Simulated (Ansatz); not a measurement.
# BHNSi: the cost of one run

Program: Ansatz 0.2.0, Gaussian basis. Level of theory: def2-QZVPP, core rule «outside noble gas», up to 7 orbitals frozen. These are calculated values, not measurements.

To be run: UHF; ROHF; CCSD(T) on UHF.

3 further runs of the same task are left out: 1 that didn't finish, 2 set aside as unsound or not needed.

## Step 1: What is computed

The geometry is a PBE0/def2-TZVP stationary point (not a proven minimum) of the parent state, kept for this charge and spin.

4 atoms, charge 0, spin multiplicity 6.

Atoms are counted from 1 here; the program's logs count them from 0.

Bond lengths: N1–B2 1.336 Å, N1–Si3 1.777 Å, B2–Si3 2.063 Å, B2–H4 1.181 Å. Angles: B2–N1–Si3 81.7°, N1–B2–Si3 58.5°, N1–B2–H4 153.5°, Si3–B2–H4 148.1°, N1–Si3–B2 39.9°.

## Step 2: UHF

Contents of in.yaml:

```yaml
crystal:
  periodic: [false, false, false]
  atoms:
    - {symbol: N, position_ang: [0.000000, -0.759800, 0.665432]}
    - {symbol: B, position_ang: [0.000000, 0.473968, 1.177819]}
    - {symbol: Si, position_ang: [0.000000, 0.151704, -0.859531]}
    - {symbol: H, position_ang: [0.000000, 1.247631, 2.069996]}
basis:
  gaussian: {orbitals: "def2-QZVPP.json"}
magnetization: {spin_polarized: true, initial_magnetization: 5}
hamiltonian: {xc: hf}
output: {orbitals: {seedname: orbitals}}
```

The run is started by

```sh
$ ansatz run in.yaml --threads 1 --pin off --events-out ev --progress --plain --max-ram 2393MiB
```

Q: Estimate wall time and peak memory on 1 thread of Intel Xeon Platinum 8488C, shared host.

About 19 s, with a peak of 0.51 GiB.
